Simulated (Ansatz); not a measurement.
**SiO (triplet): from Hartree-Fock to the top rungs at distance Si1–O2 = 1.896 Å, 6-31G**

Aim: climb from Hartree-Fock through coupled cluster and multireference methods for SiO (triplet) at one geometry and basis, and see what each rung misses.

Method: 6-31G, core rule «outside noble gas», up to 6 orbitals frozen; program: Ansatz 0.2.0, Gaussian basis.

To be run: UHF; CCSD(T) on ROHF; CCSD(T) on UHF; BCCD(T) on ROHF; CISD as a restricted active space (open shells left free, so some higher excitations enter); CCSDT(Q) on ROHF; CCSDT(Q) on UHF; CISDTQ; CCSDTQ on ROHF; CCSDTQ on UHF; CASSCF and MRCISD+Q, 4 electrons in 4 orbitals; CASSCF and NEVPT2, 4 electrons in 4 orbitals; CASSCF and MRCISD+Q, 10 electrons in 8 orbitals; CASSCF and NEVPT2, 10 electrons in 8 orbitals; Full CI.

26 further runs of the same task are left out: 5 for a known fault of the program, 19 that didn't finish, 2 set aside as unsound or not needed. Runs told in other sessions of the task aren't counted.

### 1 The system

The geometry derives from a PBE0/def2-TZVP stationary point (not a proven minimum). One bond is set to the value named and the two fragments are kept rigid.

2 atoms, charge 0, spin multiplicity 3.

Atoms are counted from 1 here; the program's logs count them from 0.

Bond lengths: Si1–O2 1.896 Å.

Coordinates:

```xyz
2
OSi
Si    0.0000    0.0000    0.0000
O     0.0000    0.0000    1.8960
```

### 2 UHF

Input file in.yaml:

```yaml
crystal:
  periodic: [false, false, false]
  atoms:
    - {symbol: Si, position_ang: [0.000000, 0.000000, 0.000000]}
    - {symbol: O, position_ang: [0.000000, 0.000000, 1.896000]}
basis:
  gaussian: {orbitals: 6-31G}
magnetization: {spin_polarized: true, initial_magnetization: 2}
hamiltonian: {xc: hf}
output: {orbitals: {seedname: orbitals}}
```

The run is started by

```bash
$ ansatz run in.yaml --threads 1 --pin off --events-out ev --progress --plain --max-ram 2393MiB
```

After this run come: CCSD(T) on ROHF; CCSD(T) on UHF; BCCD(T) on ROHF; CISD as a restricted active space (open shells left free, so some higher excitations enter); CCSDT(Q) on ROHF; CCSDT(Q) on UHF; CISDTQ; CCSDTQ on ROHF; CCSDTQ on UHF; CASSCF and MRCISD+Q, 4 electrons in 4 orbitals; CASSCF and NEVPT2, 4 electrons in 4 orbitals; CASSCF and MRCISD+Q, 10 electrons in 8 orbitals; CASSCF and NEVPT2, 10 electrons in 8 orbitals; Full CI.

Q: Predict the results of all the runs planned. Wanted: FCI from the RHF energy; RMP2 from FCI; UMP2 from FCI; RCCSD from FCI; RCCSD(T) from FCI; UCCSD(T) from FCI; RCCSDT(Q) from FCI; UCCSDT(Q) from FCI; NEVPT2 valence from FCI.

**Answer**, as computed:

| quantity | value |
| --- | --- |
| FCI from the ROHF energy | -4.0833 eV |
| RMP2 from FCI | +77.5 kJ/mol |
| UMP2 from FCI | +76.4 kJ/mol |
| RCCSD from FCI | +31.9 kJ/mol |
| RCCSD(T) from FCI | +20.4 kJ/mol |
| UCCSD(T) from FCI | +20.5 kJ/mol |
| RCCSDT(Q) from FCI | -0.4 kJ/mol |
| UCCSDT(Q) from FCI | -1.1 kJ/mol |
| NEVPT2 valence from FCI | +50.3 kJ/mol |
| MRCISD+Q valence from FCI | +5.2 kJ/mol |
| levels within 1 kcal/mol (43 meV) | RCCSDT(Q), UCCSDT(Q), RCCSDTQ, UCCSDTQ |
| T1 diagnostic | 0.031 |
| effectively unpaired electrons | 2.45 |

**Reading.** RCCSD(T) lands +20.4 kJ/mol from the yardstick (5.2 % of the correlation energy). RCCSDT(Q), UCCSDT(Q) fall below full CI: unrestricted runs freeze a spin-polarised core, another one than full CI's, and coupled cluster isn't variational. The occupations show static correlation (2.45 effectively unpaired electrons where one determinant has 2). Of the multireference levels listed MRCISD+Q valence comes nearest in total energy (+5.2 kJ/mol), which doesn't show that its space is the better one. These misses are within one basis, not against nature; the frozen cores of restricted and unrestricted runs differ, which can shift their rows.

Levels on UHF freeze UHF's core orbitals, full CI those of ROHF, so the U rows can settle a little off it for that reason alone.

With open shells the CI space here admits some higher excitations, so it is larger than plain CISD.
